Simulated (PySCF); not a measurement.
# Basis-set dependence of population analyses: i-BuOMe

i-BuOMe, C5H12O.
Bonds: C1–O2, O2–C3, C3–C4, C4–C5, C4–C6. Hydrogens: H7, H8, H9 on C1; H10, H11 on C3; H12 on C4; H13, H14, H15 on C5; H16, H17, H18 on C6.

PBE0 throughout (PySCF), one geometry, spherical d and f functions. The structure is a single PBE0-D3(BJ)/def2-SVP conformer in the gas phase; no vibrational or solvent corrections. Atoms taken as equivalent share a column and are averaged. The first 7 of 9 kinds of atom are listed.

Mulliken charges (e):

| basis | functions | C1 | O2 | C3 | C4 | C5/C6 | H7/H8/H9 | H10/H11 |
| --- | --- | --- | --- | --- | --- | --- | --- | --- |
| STO-3G | 42 | -0.126 | -0.219 | -0.034 | -0.054 | -0.231 | +0.076 | +0.062 |
| 6-31G | 78 | -0.223 | -0.529 | -0.025 | -0.179 | -0.482 | +0.160 | +0.140 |
| pcSseg-0 | 78 | -0.294 | -0.682 | +0.001 | -0.548 | -0.574 | +0.214 | +0.203 |
| 6-31G* | 108 | -0.256 | -0.470 | -0.033 | -0.162 | -0.524 | +0.161 | +0.137 |
| def2-SVP | 144 | +0.122 | -0.402 | +0.200 | -0.216 | -0.044 | +0.030 | +0.007 |
| cc-pVDZ | 144 | +0.071 | -0.321 | +0.165 | -0.221 | -0.042 | +0.032 | +0.014 |
| pcSseg-1 | 162 | -0.034 | -0.509 | +0.120 | -0.384 | -0.237 | +0.097 | +0.089 |
| 6-311+G(2d,p) | 234 | -0.190 | -0.294 | -0.242 | +0.242 | -0.574 | +0.135 | +0.119 |
| aug-cc-pVDZ | 246 | +0.758 | -0.552 | +1.193 | -0.951 | +0.838 | -0.176 | -0.300 |
| def2-TZVP | 258 | -0.220 | -0.270 | -0.059 | +0.007 | -0.382 | +0.114 | +0.082 |
| IGLO-III | 330 | -0.243 | -0.268 | -0.092 | +0.013 | -0.414 | +0.116 | +0.095 |

IAO charges (e):

| basis | functions | C1 | O2 | C3 | C4 | C5/C6 | H7/H8/H9 | H10/H11 |
| --- | --- | --- | --- | --- | --- | --- | --- | --- |
| STO-3G | 42 | -0.260 | -0.221 | -0.121 | -0.128 | -0.389 | +0.123 | +0.107 |
| 6-31G | 78 | -0.235 | -0.363 | -0.071 | -0.092 | -0.432 | +0.138 | +0.111 |
| pcSseg-0 | 78 | -0.215 | -0.364 | -0.060 | -0.117 | -0.419 | +0.132 | +0.108 |
| 6-31G* | 108 | -0.193 | -0.378 | -0.036 | -0.091 | -0.411 | +0.126 | +0.101 |
| def2-SVP | 144 | -0.183 | -0.376 | -0.032 | -0.089 | -0.401 | +0.123 | +0.098 |
| cc-pVDZ | 144 | -0.192 | -0.376 | -0.036 | -0.089 | -0.411 | +0.126 | +0.101 |
| pcSseg-1 | 162 | -0.191 | -0.384 | -0.037 | -0.092 | -0.410 | +0.127 | +0.102 |
| 6-311+G(2d,p) | 234 | -0.201 | -0.391 | -0.041 | -0.093 | -0.424 | +0.131 | +0.106 |
| aug-cc-pVDZ | 246 | -0.200 | -0.390 | -0.040 | -0.091 | -0.422 | +0.130 | +0.105 |
| def2-TZVP | 258 | -0.199 | -0.390 | -0.038 | -0.094 | -0.424 | +0.130 | +0.105 |
| IGLO-III | 330 | -0.201 | -0.391 | -0.040 | -0.094 | -0.425 | +0.131 | +0.106 |

Hirshfeld charges (e):

```tsv
basis	functions	C1	O2	C3	C4	C5/C6	H7/H8/H9	H10/H11
STO-3G	42	+0.034	-0.151	+0.056	+0.018	-0.043	+0.012	+0.001
6-31G	78	-0.023	-0.158	+0.015	-0.006	-0.103	+0.036	+0.022
pcSseg-0	78	-0.029	-0.134	+0.012	-0.002	-0.106	+0.035	+0.019
6-31G*	108	-0.025	-0.144	+0.012	-0.012	-0.103	+0.034	+0.022
def2-SVP	144	-0.038	-0.123	+0.005	-0.019	-0.115	+0.036	+0.024
cc-pVDZ	144	-0.038	-0.116	+0.004	-0.019	-0.112	+0.034	+0.023
pcSseg-1	162	-0.039	-0.131	+0.004	-0.025	-0.117	+0.038	+0.027
6-311+G(2d,p)	234	-0.040	-0.138	-0.002	-0.036	-0.117	+0.039	+0.031
aug-cc-pVDZ	246	-0.046	-0.134	-0.004	-0.036	-0.124	+0.040	+0.032
def2-TZVP	258	-0.044	-0.132	-0.002	-0.032	-0.120	+0.039	+0.030
IGLO-III	330	-0.047	-0.133	-0.005	-0.034	-0.124	+0.040	+0.032
```

ESP-fitted charges (e):

| basis | functions | C1 | O2 | C3 | C4 | C5/C6 | H7/H8/H9 | H10/H11 |
| --- | --- | --- | --- | --- | --- | --- | --- | --- |
| STO-3G | 42 | -0.304 | -0.130 | -0.145 | +0.287 | -0.509 | +0.113 | +0.089 |
| 6-31G | 78 | -0.105 | -0.362 | +0.026 | +0.306 | -0.485 | +0.089 | +0.055 |
| pcSseg-0 | 78 | -0.186 | -0.334 | -0.077 | +0.430 | -0.641 | +0.113 | +0.084 |
| 6-31G* | 108 | -0.181 | -0.245 | -0.114 | +0.404 | -0.544 | +0.097 | +0.075 |
| def2-SVP | 144 | -0.119 | -0.271 | -0.041 | +0.354 | -0.461 | +0.081 | +0.055 |
| cc-pVDZ | 144 | -0.139 | -0.242 | -0.073 | +0.372 | -0.474 | +0.083 | +0.059 |
| pcSseg-1 | 162 | -0.134 | -0.285 | -0.077 | +0.428 | -0.521 | +0.088 | +0.066 |
| 6-311+G(2d,p) | 234 | -0.263 | -0.205 | -0.198 | +0.495 | -0.583 | +0.115 | +0.097 |
| aug-cc-pVDZ | 246 | -0.247 | -0.198 | -0.182 | +0.467 | -0.557 | +0.109 | +0.091 |
| def2-TZVP | 258 | -0.237 | -0.204 | -0.179 | +0.498 | -0.581 | +0.107 | +0.088 |
| IGLO-III | 330 | -0.237 | -0.206 | -0.181 | +0.472 | -0.555 | +0.107 | +0.091 |

Some averages cover members that differ in this geometry, most widely: H7/H8/H9, Mulliken in aug-cc-pVDZ -0.325 to -0.101; C5/C6, ESP-fitted in pcSseg-0 -0.707 to -0.575; C5/C6, Mulliken in aug-cc-pVDZ +0.775 to +0.900; C5/C6, ESP-fitted in 6-31G -0.539 to -0.431 e.

Q: Which scheme is steadiest as the basis changes?

A: Largest range over the bases for any column: Hirshfeld 0.08 e, IAO 0.17 e, ESP-fitted 0.23 e, Mulliken 1.43 e. Hirshfeld charges move least and Mulliken charges most, counted in e. Without the minimal STO-3G basis the ranges are Hirshfeld 0.04, IAO 0.05, ESP-fitted 0.22, Mulliken 1.43 e.

Q: How much do the charges still move between the two largest bases, def2-TZVP and IGLO-III?

A: At most, over all atoms: Mulliken 0.066 e, IAO 0.003 e, Hirshfeld 0.004 e, ESP-fitted 0.028 e.

Q: What do the same runs give for the total energy, the frontier levels and the dipole moment?

A: 
```csv
basis,energy (Eh),HOMO (eV),LUMO (eV),μ (D)
STO-3G,-269.2902,-3.97,8.88,0.95
6-31G,-272.5604,-7.07,2.68,1.33
pcSseg-0,-272.0123,-7.17,2.14,1.48
6-31G*,-272.6365,-7.10,2.74,1.00
def2-SVP,-272.4456,-7.25,1.81,1.05
cc-pVDZ,-272.6544,-7.17,1.92,0.93
pcSseg-1,-272.6094,-7.33,1.51,1.10
"6-311+G(2d,p)",-272.7222,-7.38,0.38,0.99
aug-cc-pVDZ,-272.6732,-7.36,-0.04,0.94
def2-TZVP,-272.7433,-7.37,1.20,0.94
IGLO-III,-272.7521,-7.38,0.79,0.95
```

The dipole is fixed by the density alone, so its range of 0.55 D shows that the density itself changes with the basis, not only its division among atoms.
